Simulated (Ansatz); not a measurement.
Frontier orbitals of C₃H₅ClOS, SMILES `COC(=S)CCl`.

```xyz
11

C     0.092    1.318    0.802
O    -0.508    0.073    1.146
C    -0.383   -0.996    0.373
S    -0.900   -2.445    0.887
C     0.246   -0.830   -0.982
Cl   -0.864    0.012   -2.103
H    -0.234    2.016    1.570
H     1.182    1.241    0.830
H    -0.239    1.667   -0.177
H     1.166   -0.245   -0.944
H     0.444   -1.810   -1.403
```

The species carries charge 0 and has multiplicity 1. The structure was optimised at the PBE0-D4/def2-TZVP level. It is one conformer, not always the lowest. Basis def2-TZVPP, the Gaussian-basis code of Ansatz.

| functional | HOMO (eV) | LUMO (eV) | gap (eV) |
| --- | --- | --- | --- |
| PBE | -5.41 | -2.84 | 2.57 |
| B97M-V | -5.73 | -2.67 | 3.06 |
| PBE0 | -6.65 | -1.96 | 4.69 |
| B3LYP | -6.39 | -2.16 | 4.23 |
| r2SCANh | -6.12 | -2.42 | 3.70 |
| BHLYP | -7.74 | -0.91 | 6.83 |
| ωB97M-V | -8.85 | 0.18 | 9.03 |

From PBE to PBE0 the HOMO moves by −1.24 eV and the LUMO by +0.88 eV, and with ωB97M-V by −3.44 and +3.02 eV, so the gap grows from 2.57 to 9.03 eV with exact exchange. A positive LUMO is unbound and depends on the basis.

B3LYP here is the variant with VWN-RPA as its local correlation; programs differ in this.
